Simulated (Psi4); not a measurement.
Reaction (SMILES): [SiH3]C (CH3-SiH3) → [CH2-][SiH3] + H+
B3LYP-D3(BJ)/def2-TZVP geometries, fixed; electronic energies without zero-point terms.

Effect of the grid (radial, spherical points) at M06-2X/cc-pV(T+d)Z with Psi4, against the last row, where the deprotonation energy is 402.41 kcal/mol. The proton leaves the site shown, which need not be the most acidic. Cost is core time over that of grid: 35, 110, rough, on shared machines of one kind.

```json
[
 {"setting": "grid: 35, 110", "grid points, largest species": "30045", "largest shift of a total energy (mEh)": "9.287", "shift of the deprotonation energy (kcal/mol)": "-0.005", "cost": "1×"},
 {"setting": "grid: 50, 194", "grid points, largest species": "75529", "largest shift of a total energy (mEh)": "1.179", "shift of the deprotonation energy (kcal/mol)": "0.012", "cost": "2×"},
 {"setting": "grid: 75, 302", "grid points, largest species": "173626", "largest shift of a total energy (mEh)": "-0.016", "shift of the deprotonation energy (kcal/mol)": "0.005", "cost": "3×"},
 {"setting": "grid: 99, 590", "grid points, largest species": "444902", "largest shift of a total energy (mEh)": "0.003", "shift of the deprotonation energy (kcal/mol)": "-0.003", "cost": "6×"},
 {"setting": "grid: 150, 974", "grid points, largest species": "1109899", "largest shift of a total energy (mEh)": "0.000", "shift of the deprotonation energy (kcal/mol)": "0.000", "cost": "20×"}
]
```

Within 0.02 kcal/mol in the deprotonation energy: grid: 35, 110; grid: 50, 194; grid: 75, 302; grid: 99, 590. The largest shift is 9.287 mEh in a total energy and 0.012 kcal/mol in the difference.
